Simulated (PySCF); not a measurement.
Atoms are numbered as in `[CH3:1][S:2][CH:3]=[C:4]([CH3:5])[CH3:6]` (H(Xn): hydrogen on atom n).

Geometry: PBE0-D3(BJ)/def2-SVP; GIAO absolute shieldings from PySCF 2.14, gas phase, non-relativistic, averaged over equivalent atoms.

At BLYP/pcSseg-1 (159 basis functions, 20 s wall time on 1 thread of an Arm Neoverse V2, shared host):
| atoms | σ (ppm) |
| --- | --- |
| C3 | 43.8 |
| C4 | 43.9 |
| C6 | 147.1 |
| C1 | 153.7 |
| C5 | 153.9 |
| S2 | 458.4 |
| H(C3) | 26.18 |
| H(C1) | 29.24 |
| H(C6) | 29.59 |
| H(C5) | 29.70 |

Problem. Estimate the result of repeating the calculation with HF/pcSseg-1.

Solution. 
| atoms | σ at HF/pcSseg-1 | change |
| --- | --- | --- |
| C3 | 61.1 | +17.3 |
| C4 | 52.8 | +8.9 |
| C6 | 166.3 | +19.2 |
| C1 | 173.2 | +19.5 |
| C5 | 172.3 | +18.4 |
| S2 | 588.8 | +130.4 |
| H(C3) | 26.59 | +0.41 |
| H(C1) | 29.70 | +0.46 |
| H(C6) | 29.94 | +0.35 |
| H(C5) | 30.06 | +0.36 |

The largest change is at S2 (sulfide sulfur). Cost: 159 basis functions, 6.1 s wall time on 1 thread of an Arm Neoverse V2, shared host. The order of the carbon signals changes between the two levels.
